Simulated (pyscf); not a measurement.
Structures and frequencies: ωB97X-D3(BJ)/def2-SVP in PySCF. MP2 and CC: frozen core, UHF for open shells. ΔMP2 is the change of the MP2 total energy from the triple- to the quadruple-zeta basis.

**Question.** What is the homolytic dissociation enthalpy (298 K, CCSD(T)/def2-TZVPP + ΔMP2(QZVPP)) of the H–Sn bond of SnH₄, to SnH₃• + H•?

**Answer.** H–Sn to SnH₃• + H•: 322.3 kJ/mol. The CCSD(T) − MP2 part came from Ansatz, without density fitting, on the same reference. The frozen core leaves the outer d or s,p core shells of the metals and heavy elements correlated in the MP2 and CC values, and def2-TZVPP describes them poorly, which can shift differences by a few kcal/mol. Elements past Kr carry the def2 core potentials, without spin-orbit coupling.
